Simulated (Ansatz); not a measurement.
# bcc Mo

The numbers are results of PBE-D3(BJ) (Ansatz, a first-principles code, PAW), not measurements.

Run with plane-wave cutoff 520 eV, 28×28×28 k mesh, Fermi–Dirac smearing 0.086 eV (set by the program), no spin polarisation, scalar-relativistic PAW data made under PBE.

Cell (relaxed at this level):

```xyz
1
Lattice="-1.5653 1.5653 1.5653 1.5653 -1.5653 1.5653 1.5653 1.5653 -1.5653" Properties=species:S:1:pos:R:3 pbc="T T T"
Mo     0.0000     0.0000     0.0000
```

```json
{
 "elastic constant C11": "487 GPa",
 "elastic constant C12": "171 GPa",
 "elastic constant C44": "109 GPa",
 "Voigt–Reuss–Hill bulk modulus": "276 GPa",
 "polycrystal shear modulus (Hill average)": "127 GPa",
 "young_modulus": "329 GPa",
 "poisson_ratio": "0.301"
}
```

Measured, for comparison: elastic constant C11 478 GPa, elastic constant C12 160 GPa, elastic constant C44 112 GPa (0 K, 300 K values taken to 0 K by the source's computed thermal shift; zero-point effects included; as tabulated in Gong and Corso (2024), arXiv:2406.16634). Computed (rounded) less measured: elastic constant C11 +2 %, elastic constant C12 +7 %, elastic constant C44 -3 %.

Note: the dispersion coefficients are held fixed in the derivatives; shear constants of such metals converge slowly with the k mesh.

Elastic constants are with the ions relaxed.

Computed values are for the static lattice.
